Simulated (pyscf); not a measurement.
Structures and frequencies: ωB97X-D3(BJ)/def2-SVP in PySCF.

Problem. `[SH2]` + `[Cl][Ti]([Cl])([Cl])[Cl]` → `[SH][Ti]([Cl])([Cl])[Cl]` + `[ClH]`
Surface: singlet. Broken: H–S, Cl–Ti. Formed: S–Ti, Cl–H. Give ΔE‡ and ΔE from M06-2X/def2-TZVP, relative to the separated reactants.

Solution. ΔE‡ = 93.2 kJ/mol, ΔE = +53.9 kJ/mol. ωB97M-D3(BJ)/def2-TZVP gives 99.7 kJ/mol and +54.7 kJ/mol. Zero-point energy shifts the barrier by -3.2 kJ/mol. It is a four-centre exchange, with an imaginary mode of 625i cm⁻¹. On the reactant side the descent ends in an adduct with a S–Ti contact, 33.6 kJ/mol under the separated species and 111.8 kJ/mol under the saddle at ωB97X-D3(BJ)/def2-TZVP. What is counted as formed (S–Ti) is already present as a longer contact in the reactant adduct; forming that adduct is a step of its own. At ωB97X-D3(BJ)/def2-TZVP the barrier from the zero used here is 78.1 kJ/mol. This is the saddle that the search found; another between the same sides may lie lower.
